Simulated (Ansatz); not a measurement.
A structure relaxed at PBE0-D4/def2-TZVP, charge 0, multiplicity 1:

```xyz
7

F    -1.673    0.386    0.441
C    -0.407    0.042    0.597
F    -0.279   -0.650    1.722
O     0.529    1.001    0.365
C     0.494   -0.134   -0.521
Cl   -0.016    0.145   -2.151
H     1.353   -0.791   -0.454
```

**Question.** Give its formula and SMILES.

**Answer.** C2HClF2O, `FC1(F)OC1Cl`.

**Question.** Summarise the bond lengths by kind.

**Answer.** 2 × C–F 1.321 to 1.327 Å; 2 × C–O 1.360 to 1.440 Å; 1 × C–C 1.447 Å; 1 × C–Cl 1.730 Å; 1 × C–H 1.084 Å.

Results of the Gaussian-basis code of Ansatz.
